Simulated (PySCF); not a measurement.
Cartesian coordinates (Å):
```xyz
12

C      1.9410     0.0297    -0.2400
C      0.5430    -0.3248     0.1343
C     -0.5430     0.3248    -0.2663
C     -1.9410    -0.0297     0.1080
H      2.4354    -0.7989    -0.7572
H      2.5452     0.2500     0.6461
H      1.9678     0.9030    -0.8949
H      0.4198    -1.1874     0.7888
H     -0.4198     1.1874    -0.9208
H     -1.9678    -0.9031     0.7628
H     -2.5451    -0.2500    -0.7781
H     -2.4354     0.7989     0.6252
```
Charge 0, multiplicity 1.

### Question
What total energy, dipole moment, LUMO, HOMO and HOMO–LUMO gap does PBE0-D3(BJ)/def2-TZVP (PySCF) give?

### Answer

```yaml
total_energy: -157.0859 Ha
dipole_moment: 0.00 D
LUMO: 0.74 eV
HOMO: -6.90 eV
HOMO–LUMO gap: 7.64 eV
```
